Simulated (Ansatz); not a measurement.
Frontier orbitals of CH6Si (`C[SiH3]`).

Charge 0, multiplicity 1. Geometry: relaxed with PBE0-D4/def2-TZVP. Basis def2-TZVPP, Ansatz 0.2.0.

```csv
functional,HOMO (eV),LUMO (eV),gap (eV)
PBE,-7.91,-0.09,7.82
BLYP,-7.78,-0.04,7.74
PBE0,-9.23,0.69,9.92
BHLYP,-10.46,1.35,11.81
LC-ωPBE,-12.04,2.72,14.76
ωB97M-V,-11.49,2.15,13.64
```

Q: What is the vertical ionisation energy at frozen-core CCSD(T)/CBS(def2)? (An estimate is asked.)

A: Ansatz gave: 11.83 eV (T1 of the cation 0.016).

Against PBE, PBE0 changes HOMO and LUMO by −1.32 and +0.78 eV, ωB97M-V by −3.58 and +2.24 eV. A gap of 7.82 eV thus becomes 13.64 eV for the same molecule, so an orbital gap means little without its functional. A positive LUMO is unbound and depends on the basis. −ε(HOMO) differs from that ionisation energy by −3.92 eV with PBE and −0.33 eV with ωB97M-V.

LC-ωPBE has ω = 0.4 bohr⁻¹.
